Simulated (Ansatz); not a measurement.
System: hcp Zn. Method: r²SCAN in Ansatz (PAW).

A relaxed, unreconstructed slab of the (11-20) face has 20 atoms, two equal faces of 22.225 Å² each and an energy of -66510.1695 eV. A bulk cell of 4 atoms with the same orientation and in-plane k mesh has -13302.6867 eV. Energies are extrapolated to zero smearing.

Settings: plane-wave cutoff 500 eV, 12×12×1 k mesh (along the axes of the cell as run), Fermi–Dirac smearing 0.1 eV, scalar-relativistic PAW data made under PBE.

Worked out: γ = (E_slab − N E_bulk per atom)/2A = [-66510.1695 − 20 × (-13302.6867/4)]/(2 × 22.225) = 0.0734 eV/Å². With 16.022 J/m² per eV/Å² this is 1.18 J/m², or 1.63 eV per surface cell and face.

Ansatz is an electronic-structure program.
